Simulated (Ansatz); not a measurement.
Molecule: OF, net charge 0, doublet state. SMILES: [O]F
Coordinates optimised at B3LYP-D3(BJ)/def2-TZVP (Ansatz, an electronic-structure program):
```xyz
2

O      0.0000     0.0000    -0.7142
F      0.0000     0.0000     0.6348
```
Charge 0, spin multiplicity 2.

Atomisation energy built up term by term with Ansatz (kcal/mol; UHF references for open shells; valence terms freeze the core; atomic spin-orbit terms are left out). CBS(X,Y): correlation extrapolated as X^-3; Hartree-Fock from the larger set (for Q and 5 zeta extrapolated as (X+1)exp(-9√X)).

```csv
term,basis,kcal/mol
Hartree-Fock,"CBS(cc-pVQZ,cc-pV5Z)",-15.35
CCSD correlation,"CBS(cc-pVQZ,cc-pV5Z)",[?]
(T),"CBS(cc-pVQZ,cc-pV5Z)",[?]
CCSDT - CCSD(T),cc-pVDZ,0.58
(Q),cc-pVDZ,0.64
core correlation,cc-pwCVTZ,0.09
scalar relativity (X2C),cc-pVTZ-DK against cc-pVTZ,-0.07
sum: De,,[?]
```

Task: Complete the blanks.

Result: 
- CCSD correlation, kcal/mol: 60.63
- (T), kcal/mol: 6.80
- sum: De, kcal/mol: 53.3
